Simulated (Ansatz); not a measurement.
Two isomers of C3H4FN: A = `C=C=C(N)F`, B = `FC1C=NC1`.

Computed with Ansatz on PBE0-D4/def2-TZVP structures; ΔE is electronic, products minus reactants. CCSD(T)/CBS is the MP2 limit (def2-TZVPP, def2-QZVPP) plus CCSD(T) − MP2 in def2-TZVPP, frozen cores. DFT in def2-TZVPP. One conformer a species, not always the lowest.

(1) Which is lower in electronic energy at CCSD(T)/CBS, and by how much? (Estimate.)

(2) Give E(B) − E(A) in kJ/mol with PBE0-D4, HF/def2-TZVPP, CCSD(T)/def2-SVP, PBE-D4, ωB97M-V, MP2/def2-TZVPP, CCSD(T)/def2-TZVPP. (An estimate is asked.)

(3) Does the order hold for the free energy at 298.15 K (harmonic terms from PBE0-D4)? (Best estimate.)

Largest T1 diagnostic: 0.012.

Results:

(1) Computed: B, by 17.8 kJ/mol.

(2) Computed: PBE0-D4 -11.7, HF/def2-TZVPP -14.9, CCSD(T)/def2-SVP -25.0, PBE-D4 -0.5, ωB97M-V -13.9, MP2/def2-TZVPP -22.7, CCSD(T)/def2-TZVPP -20.8. None reverses the order clearly.

(3) Ansatz gave: Yes: G(B) − G(A) = -9.5 kJ/mol, for one conformer each.

From BLYP to BHLYP (50 % exact exchange), in def2-TZVPP and without D4, E(B) − E(A) moves by −22.7 kJ/mol. Leaving LDA and LC-ωPBE aside and taking each functional with its dispersion term where it has one, the values, not all of them listed here, spread over 42.6 kJ/mol, from ωB97X-V to BLYP-D4.
